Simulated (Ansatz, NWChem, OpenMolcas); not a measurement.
How basis sets differ on H3NO (SMILES NO)

H3NO: 5 atoms, total charge 0, spin state singlet. SMILES: `NO`. Geometry: relaxed at PBE0-D4/def2-TZVP. This is one conformer, not always the lowest.

| atom | x (Å) | y (Å) | z (Å) |
| --- | --- | --- | --- |
| N | -0.1651 | -0.3613 | -0.3212 |
| O | 0.3645 | 0.6660 | 0.5081 |
| H | -0.1627 | -1.1900 | 0.2668 |
| H | -1.1417 | -0.1098 | -0.4462 |
| H | 1.1050 | 0.9951 | -0.0074 |

Quantity: the atomisation enthalpy at 298 K, in kJ/mol. The values are calculated. The thermal term (zero-point and 298 K enthalpy, harmonic and unscaled) is that of PBE0-D4/def2-TZVP; the spin-orbit lowering of the free atoms at 298 K, 0.4 kJ/mol by their spectra, is taken off.

**The experiment to reproduce.** Active Thermochemical Tables gives the atomisation enthalpy at 298 K of the gas as 1419 kJ/mol.

| level | kind | program | value (kJ/mol) | computed − measured | CPU time (all runs) |
| --- | --- | --- | --- | --- | --- |
| PBE0/DGauss-DZVP | global hybrid | NWChem | 1366 | -53 | 4.7 s |
| PBE0/MIDI! | global hybrid | NWChem | 1319 | -100 | 3.7 s |
| PBE0/MINI | global hybrid | NWChem | 890 | -529 | 2.9 s |
| PBE0/SBKJC-VDZ (core potential) | global hybrid | NWChem | 1229 | -190 | 3.8 s |
| PBE0/STO-3G | global hybrid | Ansatz | 1425 | +6 | 1.1 s |
| PBE0/LANL2DZ | global hybrid | NWChem | 1266 | -153 | 4.1 s |
| PBE0/jorge-DZP | global hybrid | NWChem | 1357 | -62 | 4.8 s |
| PBE0/def2-TZVPP | global hybrid | OpenMolcas | 1402 | -17 | 38 s |
| PBE0/jorge-TZP | global hybrid | NWChem | 1400 | -19 | 13 s |

Nearest: PBE0/STO-3G (+6 kJ/mol); farthest: PBE0/MINI (-529 kJ/mol). Without the sets that lack polarisation functions the rows with a basis span only 1319 to 1402 kJ/mol. Times are those of the runs behind each value, whatever else they computed, on shared processors of several kinds: orders of magnitude only.
